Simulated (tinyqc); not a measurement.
Worked calculation (part 1 of 2): CCSD on RHF in the sto-3g basis, for H3O+, spin multiplicity 1. Computed by tinyqc, a small Python program that keeps every step (integrals from PySCF). Settings: charge = 1, multiplicity = 1, basis = sto-3g, method = RHF, energy threshold = 1e-10, iteration cap = 67, orthogonalisation = symmetric, start = atomic densities, DIIS depth = 6, amplitude equations = CCSD, DIIS depth for amplitudes = 4, cap on updates = 66. Command: `OMP_NUM_THREADS=1 python tinyqc.py 30699 30700 out.jsonl` (the two numbers bound the seeds that draw the settings). One thread of a shared host (Intel(R) Xeon(R) Processor @ 2.60GHz), about 0.3 s of CPU time with the checks. The early iterations of the SCF are left out here.

## One-electron integrals

Geometry (angstrom):
```
atom        x        y       z
O      0.0000   0.0000  0.2300
H      1.0800   0.0000  0.0000
H     -0.5400   0.9350  0.0000
H     -0.5400  -0.9350  0.0000
```

Basis sto-3g: exponents (1/bohr^2) and contraction coefficients of normalised primitives:
```
element  l (shell)  exponent  coefficient
O            s (1)  130.7093       0.1543
O            s (1)   23.8089       0.5353
O            s (1)    6.4436       0.4446
O            s (2)    5.0332      -0.1000
O            s (2)    1.1696       0.3995
O            s (2)    0.3804       0.7001
O            p (3)    5.0332       0.1559
O            p (3)    1.1696       0.6077
O            p (3)    0.3804       0.3920
H            s (1)    3.4253       0.1543
H            s (1)    0.6239       0.5353
H            s (1)    0.1689       0.4446
```

Overlap, kinetic and nuclear-attraction integrals over the contracted functions; the nuclear repulsion is the sum of Za Zb / Rab.

nuclear repulsion = 12.352185 hartree

overlap S:
```
         1O 1s   1O 2s   1O 2px   1O 2py   1O 2pz    2H 1s    3H 1s    4H 1s
1O 1s   1.0000  0.2367   0.0000   0.0000   0.0000   0.0380   0.0380   0.0380
1O 2s   0.2367  1.0000   0.0000   0.0000   0.0000   0.3837   0.3838   0.3838
1O 2px  0.0000  0.0000   1.0000   0.0000   0.0000   0.3316  -0.1659  -0.1659
1O 2py  0.0000  0.0000   0.0000   1.0000   0.0000   0.0000   0.2872  -0.2872
1O 2pz  0.0000  0.0000   0.0000   0.0000   1.0000  -0.0706  -0.0707  -0.0707
2H 1s   0.0380  0.3837   0.3316   0.0000  -0.0706   1.0000   0.1469   0.1469
3H 1s   0.0380  0.3838  -0.1659   0.2872  -0.0707   0.1469   1.0000   0.1470
4H 1s   0.0380  0.3838  -0.1659  -0.2872  -0.0707   0.1469   0.1470   1.0000
```

kinetic energy T (hartree):
```
          1O 1s    1O 2s   1O 2px   1O 2py   1O 2pz    2H 1s    3H 1s    4H 1s
1O 1s   29.0032  -0.1680   0.0000   0.0000   0.0000  -0.0085  -0.0085  -0.0085
1O 2s   -0.1680   0.8081   0.0000   0.0000   0.0000   0.0691   0.0692   0.0692
1O 2px   0.0000   0.0000   2.5287   0.0000   0.0000   0.1801  -0.0902  -0.0902
1O 2py   0.0000   0.0000   0.0000   2.5287   0.0000   0.0000   0.1561  -0.1561
1O 2pz   0.0000   0.0000   0.0000   0.0000   2.5287  -0.0384  -0.0384  -0.0384
2H 1s   -0.0085   0.0691   0.1801   0.0000  -0.0384   0.7600  -0.0080  -0.0080
3H 1s   -0.0085   0.0692  -0.0902   0.1561  -0.0384  -0.0080   0.7600  -0.0079
4H 1s   -0.0085   0.0692  -0.0902  -0.1561  -0.0384  -0.0080  -0.0079   0.7600
```

nuclear attraction V (hartree):
```
           1O 1s     1O 2s    1O 2px    1O 2py    1O 2pz    2H 1s    3H 1s    4H 1s
1O 1s   -62.0564   -7.5234    0.0000    0.0000    0.0073  -1.2369  -1.2377  -1.2377
1O 2s    -7.5234  -10.4826    0.0001    0.0000    0.0892  -3.0948  -3.0963  -3.0963
1O 2px    0.0000    0.0001  -10.4477    0.0000    0.0000  -2.3639   1.1827   1.1827
1O 2py    0.0000    0.0000    0.0000  -10.4477    0.0000   0.0000  -2.0478   2.0478
1O 2pz    0.0073    0.0892    0.0000    0.0000  -10.3315   0.5251   0.5254   0.5254
2H 1s    -1.2369   -3.0948   -2.3639    0.0000    0.5251  -5.5477  -0.9273  -0.9273
3H 1s    -1.2377   -3.0963    1.1827   -2.0478    0.5254  -0.9273  -5.5486  -0.9280
4H 1s    -1.2377   -3.0963    1.1827    2.0478    0.5254  -0.9273  -0.9280  -5.5486
```

core Hamiltonian H = T + V (hartree):
```
           1O 1s    1O 2s   1O 2px   1O 2py   1O 2pz    2H 1s    3H 1s    4H 1s
1O 1s   -33.0532  -7.6915   0.0000   0.0000   0.0073  -1.2454  -1.2462  -1.2462
1O 2s    -7.6915  -9.6745   0.0001   0.0000   0.0892  -3.0257  -3.0271  -3.0271
1O 2px    0.0000   0.0001  -7.9190   0.0000   0.0000  -2.1837   1.0925   1.0925
1O 2py    0.0000   0.0000   0.0000  -7.9190   0.0000   0.0000  -1.8917   1.8917
1O 2pz    0.0073   0.0892   0.0000   0.0000  -7.8027   0.4867   0.4870   0.4870
2H 1s    -1.2454  -3.0257  -2.1837   0.0000   0.4867  -4.7877  -0.9352  -0.9352
3H 1s    -1.2462  -3.0271   1.0925  -1.8917   0.4870  -0.9352  -4.7886  -0.9359
4H 1s    -1.2462  -3.0271   1.0925   1.8917   0.4870  -0.9352  -0.9359  -4.7886
```

## Two-electron integrals

Functions are numbered as in S; the eight-fold symmetry (ij|kl) = (ji|kl) = (kl|ij) leaves the list below.

Two-electron integrals (ij|kl) in chemists' order, unique and non-zero (hartree):
```
(11|11) 4.7851      (21|11) 0.7414      (21|21) 0.1369      (22|11) 1.1189
(22|21) 0.2566      (22|22) 0.8172      (31|31) 0.0245      (32|31) 0.0378
(32|32) 0.1805      (33|11) 1.1158      (33|21) 0.2567      (33|22) 0.8170
(33|33) 0.8802      (41|41) 0.0245      (42|41) 0.0378      (42|42) 0.1805
(43|43) 0.0474      (44|11) 1.1158      (44|21) 0.2567      (44|22) 0.8170
(44|33) 0.7853      (44|44) 0.8802      (51|51) 0.0245      (52|51) 0.0378
(52|52) 0.1805      (53|53) 0.0474      (54|54) 0.0474      (55|11) 1.1158
(55|21) 0.2567      (55|22) 0.8170      (55|33) 0.7853      (55|44) 0.7853
(55|55) 0.8802      (61|11) 0.1206      (61|21) 0.0221      (61|22) 0.0412
(61|31) 0.0010      (61|32) 0.0019      (61|33) 0.0414      (61|44) 0.0411
(61|51) -2.11e-04   (61|52) -3.97e-04   (61|53) -5.07e-05   (61|55) 0.0411
(61|61) 0.0036      (62|11) 0.3109      (62|21) 0.0723      (62|22) 0.2570
(62|31) 0.0053      (62|32) 0.0416      (62|33) 0.2652      (62|44) 0.2525
(62|51) -0.0011     (62|52) -0.0089     (62|53) -0.0027     (62|55) 0.2531
(62|61) 0.0119      (62|62) 0.1024      (63|11) 0.2264      (63|21) 0.0533
(63|22) 0.2022      (63|31) 0.0108      (63|32) 0.0744      (63|33) 0.2197
(63|44) 0.1932      (63|51) -0.0007     (63|52) -0.0066     (63|53) -0.0038
(63|55) 0.1936      (63|61) 0.0091      (63|62) 0.0979      (63|63) 0.1067
(64|41) 0.0073      (64|42) 0.0436      (64|43) 0.0085      (64|54) -0.0018
(64|64) 0.0141      (65|11) -0.0482     (65|21) -0.0113     (65|22) -0.0431
(65|31) -0.0007     (65|32) -0.0066     (65|33) -0.0432     (65|44) -0.0411
(65|51) 0.0075      (65|52) 0.0449      (65|53) 0.0089      (65|55) -0.0449
(65|61) -0.0019     (65|62) -0.0209     (65|63) -0.0197     (65|65) 0.0183
(66|11) 0.4691      (66|21) 0.1108      (66|22) 0.4533      (66|31) 0.0100
(66|32) 0.1098      (66|33) 0.4861      (66|44) 0.4355      (66|51) -0.0021
(66|52) -0.0234     (66|53) -0.0108     (66|55) 0.4378      (66|61) 0.0184
(66|62) 0.2335      (66|63) 0.2548      (66|65) -0.0543     (66|66) 0.7746
(71|11) 0.1206      (71|21) 0.0221      (71|22) 0.0412      (71|31) -4.96e-04
(71|32) -0.0009     (71|33) 0.0412      (71|41) 0.0009      (71|42) 0.0016
(71|43) -1.03e-04   (71|44) 0.0413      (71|51) -2.11e-04   (71|52) -3.98e-04
(71|53) 2.54e-05    (71|54) -4.39e-05   (71|55) 0.0412      (71|61) 0.0035
(71|62) 0.0115      (71|63) 0.0083      (71|64) 3.10e-04    (71|65) -0.0019
(71|66) 0.0176      (71|71) 0.0036      (72|11) 0.3111      (72|21) 0.0723
(72|22) 0.2571      (72|31) -0.0027     (72|32) -0.0208     (72|33) 0.2558
(72|41) 0.0046      (72|42) 0.0361      (72|43) -0.0055     (72|44) 0.2621
(72|51) -0.0011     (72|52) -0.0089     (72|53) 0.0014      (72|54) -0.0023
(72|55) 0.2532      (72|61) 0.0115      (72|62) 0.0795      (72|63) 0.0583
(72|64) 0.0089      (72|65) -0.0157     (72|66) 0.1443      (72|71) 0.0119
(72|72) 0.1025      (73|11) -0.1133     (73|21) -0.0267     (73|22) -0.1012
(73|31) 0.0082      (73|32) 0.0513      (73|33) -0.1064     (73|41) -0.0015
(73|42) -0.0133     (73|43) 0.0094      (73|44) -0.1002     (73|51) 3.64e-04
(73|52) 0.0033      (73|53) -0.0023     (73|54) 0.0009      (73|55) -0.0969
(73|61) -0.0039     (73|62) -0.0215     (73|63) -0.0057     (73|64) -0.0018
(73|65) 0.0041      (73|66) -0.0302     (73|71) -0.0046     (73|72) -0.0490
(73|73) 0.0373      (74|11) 0.1961      (74|21) 0.0462      (74|22) 0.1752
(74|31) -0.0015     (74|32) -0.0133     (74|33) 0.1694      (74|41) 0.0099
(74|42) 0.0667      (74|43) -0.0078     (74|44) 0.1882      (74|51) -0.0006
(74|52) -0.0057     (74|53) 0.0009      (74|54) -0.0033     (74|55) 0.1677
(74|61) 0.0073      (74|62) 0.0549      (74|63) 0.0400      (74|64) 0.0163
(74|65) -0.0107     (74|66) 0.1012      (74|71) 0.0079      (74|72) 0.0849
(74|73) -0.0401     (74|74) 0.0836      (75|11) -0.0482     (75|21) -0.0114
(75|22) -0.0431     (75|31) 3.64e-04    (75|32) 0.0033      (75|33) -0.0417
(75|41) -0.0006     (75|42) -0.0057     (75|43) 0.0009      (75|44) -0.0427
(75|51) 0.0075      (75|52) 0.0450      (75|53) -0.0045     (75|54) 0.0077
(75|55) -0.0449     (75|61) -0.0019     (75|62) -0.0157     (75|63) -0.0113
(75|64) -0.0017     (75|65) 0.0136      (75|66) -0.0309     (75|71) -0.0019
(75|72) -0.0209     (75|73) 0.0099      (75|74) -0.0171     (75|75) 0.0184
(76|11) 0.0888      (76|21) 0.0208      (76|22) 0.0798      (76|31) 0.0006
(76|32) 0.0056      (76|33) 0.0802      (76|41) 0.0011      (76|42) 0.0098
(76|43) 3.22e-04    (76|44) 0.0805      (76|51) -0.0005     (76|52) -0.0048
(76|53) -0.0006     (76|54) -0.0010     (76|55) 0.0786      (76|61) 0.0034
(76|62) 0.0307      (76|63) 0.0275      (76|64) 0.0032      (76|65) -0.0070
(76|66) 0.0712      (76|71) 0.0034      (76|72) 0.0307      (76|73) -0.0110
(76|74) 0.0254      (76|75) -0.0070     (76|76) 0.0114      (77|11) 0.4692
(77|21) 0.1108      (77|22) 0.4534      (77|31) -0.0050     (77|32) -0.0549
(77|33) 0.4482      (77|41) 0.0087      (77|42) 0.0951      (77|43) -0.0219
(77|44) 0.4735      (77|51) -0.0021     (77|52) -0.0234     (77|53) 0.0054
(77|54) -0.0093     (77|55) 0.4379      (77|61) 0.0176      (77|62) 0.1442
(77|63) 0.1027      (77|64) 0.0245      (77|65) -0.0309     (77|66) 0.2814
(77|71) 0.0184      (77|72) 0.2336      (77|73) -0.1275     (77|74) 0.2207
(77|75) -0.0543     (77|76) 0.0712      (77|77) 0.7746      (81|11) 0.1206
(81|21) 0.0221      (81|22) 0.0412      (81|31) -4.96e-04   (81|32) -0.0009
(81|33) 0.0412      (81|41) -0.0009     (81|42) -0.0016     (81|43) 1.03e-04
(81|44) 0.0413      (81|51) -2.11e-04   (81|52) -3.98e-04   (81|53) 2.54e-05
(81|54) 4.39e-05    (81|55) 0.0412      (81|61) 0.0035      (81|62) 0.0115
(81|63) 0.0083      (81|64) -3.10e-04   (81|65) -0.0019     (81|66) 0.0176
(81|71) 0.0035      (81|72) 0.0115      (81|73) -0.0044     (81|74) 0.0070
(81|75) -0.0019     (81|76) 0.0033      (81|77) 0.0176      (81|81) 0.0036
(82|11) 0.3111      (82|21) 0.0723      (82|22) 0.2571      (82|31) -0.0027
(82|32) -0.0208     (82|33) 0.2558      (82|41) -0.0046     (82|42) -0.0361
(82|43) 0.0055      (82|44) 0.2621      (82|51) -0.0011     (82|52) -0.0089
(82|53) 0.0014      (82|54) 0.0023      (82|55) 0.2532      (82|61) 0.0115
(82|62) 0.0795      (82|63) 0.0583      (82|64) -0.0089     (82|65) -0.0157
(82|66) 0.1443      (82|71) 0.0115      (82|72) 0.0796      (82|73) -0.0369
(82|74) 0.0461      (82|75) -0.0157     (82|76) 0.0245      (82|77) 0.1443
(82|81) 0.0119      (82|82) 0.1025      (83|11) -0.1133     (83|21) -0.0267
(83|22) -0.1012     (83|31) 0.0082      (83|32) 0.0513      (83|33) -0.1064
(83|41) 0.0015      (83|42) 0.0133      (83|43) -0.0094     (83|44) -0.1002
(83|51) 3.64e-04    (83|52) 0.0033      (83|53) -0.0023     (83|54) -0.0009
(83|55) -0.0969     (83|61) -0.0039     (83|62) -0.0215     (83|63) -0.0057
(83|64) 0.0018      (83|65) 0.0041      (83|66) -0.0302     (83|71) -0.0044
(83|72) -0.0369     (83|73) 0.0273      (83|74) -0.0209     (83|75) 0.0072
(83|76) -0.0085     (83|77) -0.0726     (83|81) -0.0046     (83|82) -0.0490
(83|83) 0.0373      (84|11) -0.1961     (84|21) -0.0462     (84|22) -0.1752
(84|31) 0.0015      (84|32) 0.0133      (84|33) -0.1694     (84|41) 0.0099
(84|42) 0.0667      (84|43) -0.0078     (84|44) -0.1882     (84|51) 0.0006
(84|52) 0.0057      (84|53) -0.0009     (84|54) -0.0033     (84|55) -0.1677
(84|61) -0.0073     (84|62) -0.0549     (84|63) -0.0400     (84|64) 0.0163
(84|65) 0.0107      (84|66) -0.1012     (84|71) -0.0070     (84|72) -0.0461
(84|73) 0.0209      (84|74) -0.0167     (84|75) 0.0089      (84|76) -0.0148
(84|77) -0.0767     (84|81) -0.0079     (84|82) -0.0849     (84|83) 0.0401
(84|84) 0.0836      (85|11) -0.0482     (85|21) -0.0114     (85|22) -0.0431
(85|31) 3.64e-04    (85|32) 0.0033      (85|33) -0.0417     (85|41) 0.0006
(85|42) 0.0057      (85|43) -0.0009     (85|44) -0.0427     (85|51) 0.0075
(85|52) 0.0450      (85|53) -0.0045     (85|54) -0.0077     (85|55) -0.0449
(85|61) -0.0019     (85|62) -0.0157     (85|63) -0.0113     (85|64) 0.0017
(85|65) 0.0136      (85|66) -0.0309     (85|71) -0.0019     (85|72) -0.0157
(85|73) 0.0072      (85|74) -0.0089     (85|75) 0.0136      (85|76) -0.0054
(85|77) -0.0309     (85|81) -0.0019     (85|82) -0.0209     (85|83) 0.0099
(85|84) 0.0171      (85|85) 0.0184      (86|11) 0.0888      (86|21) 0.0208
(86|22) 0.0798      (86|31) 0.0006      (86|32) 0.0056      (86|33) 0.0802
(86|41) -0.0011     (86|42) -0.0098     (86|43) -3.22e-04   (86|44) 0.0805
(86|51) -0.0005     (86|52) -0.0048     (86|53) -0.0006     (86|54) 0.0010
(86|55) 0.0786      (86|61) 0.0034      (86|62) 0.0307      (86|63) 0.0275
(86|64) -0.0032     (86|65) -0.0070     (86|66) 0.0712      (86|71) 0.0033
(86|72) 0.0245      (86|73) -0.0085     (86|74) 0.0148      (86|75) -0.0054
(86|76) 0.0092      (86|77) 0.0457      (86|81) 0.0034      (86|82) 0.0307
(86|83) -0.0110     (86|84) -0.0254     (86|85) -0.0070     (86|86) 0.0114
(87|11) 0.0888      (87|21) 0.0208      (87|22) 0.0798      (87|31) -0.0012
(87|32) -0.0113     (87|33) 0.0808      (87|44) 0.0800      (87|51) -0.0005
(87|52) -0.0048     (87|53) 0.0011      (87|55) 0.0786      (87|61) 0.0033
(87|62) 0.0245      (87|63) 0.0171      (87|65) -0.0054     (87|66) 0.0457
(87|71) 0.0034      (87|72) 0.0307      (87|73) -0.0165     (87|74) 0.0222
(87|75) -0.0070     (87|76) 0.0092      (87|77) 0.0713      (87|81) 0.0034
(87|82) 0.0307      (87|83) -0.0165     (87|84) -0.0222     (87|85) -0.0070
(87|86) 0.0092      (87|87) 0.0114      (88|11) 0.4692      (88|21) 0.1108
(88|22) 0.4534      (88|31) -0.0050     (88|32) -0.0549     (88|33) 0.4482
(88|41) -0.0087     (88|42) -0.0951     (88|43) 0.0219      (88|44) 0.4735
(88|51) -0.0021     (88|52) -0.0234     (88|53) 0.0054      (88|54) 0.0093
(88|55) 0.4379      (88|61) 0.0176      (88|62) 0.1442      (88|63) 0.1027
(88|64) -0.0245     (88|65) -0.0309     (88|66) 0.2814      (88|71) 0.0176
(88|72) 0.1443      (88|73) -0.0726     (88|74) 0.0767      (88|75) -0.0309
(88|76) 0.0457      (88|77) 0.2814      (88|81) 0.0184      (88|82) 0.2336
(88|83) -0.1275     (88|84) -0.2207     (88|85) -0.0543     (88|86) 0.0712
(88|87) 0.0713      (88|88) 0.7746
```

## Orthogonalisation

S = U s U^T; symmetric (Loewdin) form X = U s^(-1/2) U^T, so that X^T S X = 1.

eigenvalues of S: 0.4196  0.5137  0.5138  0.9546  1.0361  1.3393  1.3393  1.8835

X:
```
          1O 1s    1O 2s   1O 2px   1O 2py   1O 2pz    2H 1s    3H 1s    4H 1s
1O 1s    1.0244  -0.1428   0.0000   0.0000   0.0036   0.0181   0.0181   0.0181
1O 2s   -0.1428   1.2143  -0.0001   0.0000  -0.0346  -0.2115  -0.2116  -0.2116
1O 2px   0.0000  -0.0001   1.0824   0.0000   0.0000  -0.2133   0.1067   0.1067
1O 2py   0.0000   0.0000   0.0000   1.0824   0.0000   0.0000  -0.1848   0.1848
1O 2pz   0.0036  -0.0346   0.0000   0.0000   1.0062   0.0382   0.0382   0.0382
2H 1s    0.0181  -0.2115  -0.2133   0.0000   0.0382   1.1290  -0.0478  -0.0478
3H 1s    0.0181  -0.2116   0.1067  -0.1848   0.0382  -0.0478   1.1291  -0.0479
4H 1s    0.0181  -0.2116   0.1067   0.1848   0.0382  -0.0478  -0.0479   1.1291
```

## Iteration 8 (converged): orbitals

converged F (hartree):
```
           1O 1s    1O 2s   1O 2px   1O 2py   1O 2pz    2H 1s    3H 1s    4H 1s
1O 1s   -20.7906  -5.2908   0.0000   0.0000   0.0137  -0.8641  -0.8646  -0.8646
1O 2s    -5.2908  -2.8899   0.0001   0.0000   0.0545  -0.9621  -0.9626  -0.9626
1O 2px    0.0000   0.0001  -0.7850   0.0000   0.0000  -0.5702   0.2853   0.2853
1O 2py    0.0000   0.0000   0.0000  -0.7850   0.0000   0.0000  -0.4939   0.4939
1O 2pz    0.0137   0.0545   0.0000   0.0000  -0.8387   0.1474   0.1475   0.1475
2H 1s    -0.8641  -0.9621  -0.5702   0.0000   0.1474  -0.7152  -0.2600  -0.2600
3H 1s    -0.8646  -0.9626   0.2853  -0.4939   0.1475  -0.2600  -0.7155  -0.2602
4H 1s    -0.8646  -0.9626   0.2853   0.4939   0.1475  -0.2600  -0.2602  -0.7155
```

Diagonalise F' = X^T F X, C = X C', fill 5 alpha and 5 beta electrons from the bottom; D = 2 C_occ C_occ^T. Each column has its largest component positive (the first on a tie).

F' = X^T F X (hartree):
```
          1        2        3        4        5        6        7        8
1  -20.4095  -2.7157   0.0000   0.0000   0.0241  -0.0971  -0.0972  -0.0972
2   -2.7157  -1.6886   0.0000   0.0000  -0.0270  -0.4140  -0.4142  -0.4142
3    0.0000   0.0000  -0.5556   0.0000   0.0000  -0.4697   0.2350   0.2350
4    0.0000   0.0000   0.0000  -0.5556   0.0000   0.0000  -0.4069   0.4069
5    0.0241  -0.0270   0.0000   0.0000  -0.8198   0.0991   0.0991   0.0991
6   -0.0971  -0.4140  -0.4697   0.0000   0.0991  -0.3072  -0.0525  -0.0525
7   -0.0972  -0.4142   0.2350  -0.4069   0.0991  -0.0525  -0.3072  -0.0526
8   -0.0972  -0.4142   0.2350   0.4069   0.0991  -0.0525  -0.0526  -0.3072
```

orbital energies (hartree): MO1 -20.7991, MO2 -1.6784, MO3 -0.9999, MO4 -0.9999, MO5 -0.8495, MO6 -0.0032, MO7 0.1896, MO8 0.1897

coefficients C:
```
            MO1      MO2      MO3      MO4      MO5      MO6      MO7      MO8
1O 1s    0.9943  -0.2415   0.0000   0.0000  -0.0415  -0.1486  -0.0001   0.0000
1O 2s    0.0253   0.8941   0.0000   0.0002   0.2047   0.8880   0.0008   0.0000
1O 2px   0.0000  -0.0001   0.0000   0.6970  -0.0001   0.0005  -0.8683   0.0000
1O 2py   0.0000   0.0000   0.6970   0.0000   0.0000   0.0000   0.0000   0.8683
1O 2pz  -0.0016  -0.0644   0.0000   0.0001   0.9692  -0.2730  -0.0002   0.0000
2H 1s   -0.0042   0.0994   0.0000   0.4184  -0.0804  -0.6220   0.8905   0.0000
3H 1s   -0.0042   0.0995   0.3623  -0.2092  -0.0804  -0.6211  -0.4459  -0.7717
4H 1s   -0.0042   0.0995  -0.3623  -0.2092  -0.0804  -0.6211  -0.4459   0.7717
```

D after iteration 8:
```
          1O 1s    1O 2s   1O 2px   1O 2py   1O 2pz    2H 1s    3H 1s    4H 1s
1O 1s    2.0972  -0.3984   0.0000   0.0000  -0.0525  -0.0496  -0.0496  -0.0496
1O 2s   -0.3984   1.6837   0.0001   0.0000   0.2816   0.1448   0.1447   0.1447
1O 2px   0.0000   0.0001   0.9717   0.0000  -0.0001   0.5832  -0.2916  -0.2916
1O 2py   0.0000   0.0000   0.0000   0.9717   0.0000   0.0000   0.5051  -0.5051
1O 2pz  -0.0525   0.2816  -0.0001   0.0000   1.8871  -0.1686  -0.1686  -0.1686
2H 1s   -0.0496   0.1448   0.5832   0.0000  -0.1686   0.3828  -0.1423  -0.1423
3H 1s   -0.0496   0.1447  -0.2916   0.5051  -0.1686  -0.1423   0.3829  -0.1423
4H 1s   -0.0496   0.1447  -0.2916  -0.5051  -0.1686  -0.1423  -0.1423   0.3829
```

Within a degenerate level the vectors are fixed only up to a rotation; this is one choice.

## Convergence

Stop when the energy changes by less than 1e-10 hartree and every element of the error matrix X^T (F D S - S D F) X is below 3e-06.

Course of the cycle:
```
iteration  E (hartree)     change  largest element of the error matrix
1           -71.150726          -                             9.34e-01
2           -75.146259  -4.00e+00                             3.36e-01
3           -75.292080  -1.46e-01                             3.28e-02
4           -75.293813  -1.73e-03                             5.31e-03
5           -75.293873  -6.04e-05                             5.11e-04
6           -75.293875  -1.17e-06                             3.25e-05
7           -75.293875  -4.74e-09                             3.09e-06
8           -75.293875  -3.43e-11                             9.62e-09
```

PySCF RHF in the same basis = -75.293875 hartree

Converged in 8 iterations.
